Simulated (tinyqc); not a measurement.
Starting guesses with DIIS over 6 matrices: SCF starting guesses in the sto-3g basis, for HF, spin multiplicity 1. Computed by the program tinyqc with PySCF. Command: `OMP_NUM_THREADS=1 python tinyqc.py 115824 115825 out.jsonl`; one thread of a shared host (Intel(R) Xeon(R) Processor @ 2.60GHz), about 0.5 s.

Geometry (angstrom):
```
atom       x       y       z
F     0.0000  0.0000  0.0000
H     0.0000  0.0000  1.0820
```

lowest restricted solution found by these runs and by PySCF = -98.556496 hartree

RHF with one setting changed at a time; a run stops when the energy changes by less than 1e-09 hartree and the error matrix is below 1e-5. Starts: the lowest orbitals of the core Hamiltonian, of the Wolfsberg-Helmholz matrix (K = 1.75), projected atomic densities, random orbitals, and the highest orbitals of the core Hamiltonian (a deliberately bad start).

Largest element of the error matrix X^T (FDS - SDF) X:
```
iteration     core  Wolfsberg-Helmholz  atomic densities   random  highest core orbitals
1          6.0e-01             4.5e-01           1.0e+00  7.2e+00                3.5e-01
2          9.3e-02             1.1e-01           2.8e-01  5.7e-01                6.3e-01
3          8.0e-03             1.7e-02           2.5e-02  9.2e-02                6.3e-01
4          1.3e-03             2.0e-03           3.4e-03  4.0e-02                6.3e-01
5          1.6e-05             5.0e-06           5.0e-05  7.3e-03                6.3e-01
6          1.1e-07             3.1e-07           1.2e-06  6.0e-04                5.6e-01
8                -                   -                 -  1.2e-04                9.6e-04
10               -                   -                 -  1.3e-08                7.4e-08
```

How each run ends:
```
run                    iterations  E (hartree)         state
core                            6    -98.55650  lowest found
Wolfsberg-Helmholz              6    -98.55650  lowest found
atomic densities                7    -98.55650  lowest found
random                         10    -98.55650  lowest found
highest core orbitals          10    -98.55650  lowest found
```

5 of 5 runs reach the lowest restricted solution found, in 6 to 10 iterations (fastest: core, Wolfsberg-Helmholz). The first errors are 6e-01, 5e-01, 1e+00, 7e+00, 3e-01; the deliberately bad start has the smallest one, so a small first error does not mark a good start.
